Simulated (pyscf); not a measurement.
PySCF, gas phase, ωB97X-D3(BJ)/def2-SVP geometries.

Problem. •H₂C–CH₂–GeH₃ -> GeH₃• + ethylene (H₂C=CH₂)
Surface: doublet. Broken: C–Ge. Formed: none. Give ΔE‡ and ΔE from B3LYP-D3(BJ)/def2-TZVP, relative to the reactant's lowest minimum found.

Solution. ΔE‡ = 13.2 kcal/mol, ΔE = +14.0 kcal/mol. ωB97M-D3(BJ)/def2-TZVP gives 15.0 kcal/mol and +13.2 kcal/mol. Zero-point energy shifts the barrier by -0.7 kcal/mol. It is a bond scission, with an imaginary mode of 208i cm⁻¹. At B3LYP-D3(BJ) this geometry lies under the product side: in single points on another level's saddle the reverse barrier vanishes, and the forward threshold there is about the reaction energy. •H₂C–CH₂–GeH₃ lies 25.0 kcal/mol over its isomer H₃C–GeH•–CH₃ (electronic energy, ωB97M-D3(BJ)/def2-TZVP). One saddle was located; it need not be the lowest between these sides. Elements up to Kr have no core potential and no relativistic terms here.
